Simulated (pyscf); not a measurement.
**Routes from H₂N–Ti(OH)(Cl)–Cl**

Candidate steps break at most two bonds and form at most two. Each was searched with GFN2-xTB (tblite) first. Optimised with ωB97X-D3(BJ)/def2-SVP in PySCF. Energies: ωB97M-D3(BJ)/def2-TZVP, kcal/mol, from the reactant's lowest minimum found, singlet surface; ΔG‡ with ideal gas, 1 atm, RRHO with modes under 100 cm⁻¹ raised to 100, one conformer, R ln 2 for chiral ones without a mode under 150 cm⁻¹.

| products | type | ΔE‡ | ΔE | ΔG‡ 298 K | ΔG‡ 900 K | ν‡ (cm⁻¹) |
|---|---|---|---|---|---|---|
| O=Ti(Cl)–Cl + NH₃ | elimination | 30.6 | +37.8 | – | – | 1638i |
| HN=Ti(Cl)–Cl + H₂O | elimination | 47.4 | +64.3 | – | – | 1643i |

A dash marks a saddle under its separated products, where this table gives no free-energy barrier. Row 1: On the reactant side the descent ends in a point that may be a rotor saddle (no frequency run), 2.0 kcal/mol over the lowest minimum found and 28.5 kcal/mol under the saddle at ωB97X-D3(BJ)/def2-TZVP. On the product side the descent ends in an adduct with a N–Ti contact, 46.5 kcal/mol under the separated species and 37.5 kcal/mol under the saddle at ωB97X-D3(BJ)/def2-TZVP. Row 2: On the product side the descent ends in an adduct with a O–Ti contact, 34.1 kcal/mol under the separated species and 15.3 kcal/mol under the saddle at ωB97X-D3(BJ)/def2-TZVP. 

Plain bond fissions and candidates not yet searched are not listed, and one of them may be faster. Each barrier is that of the saddle found; lower ones may exist.
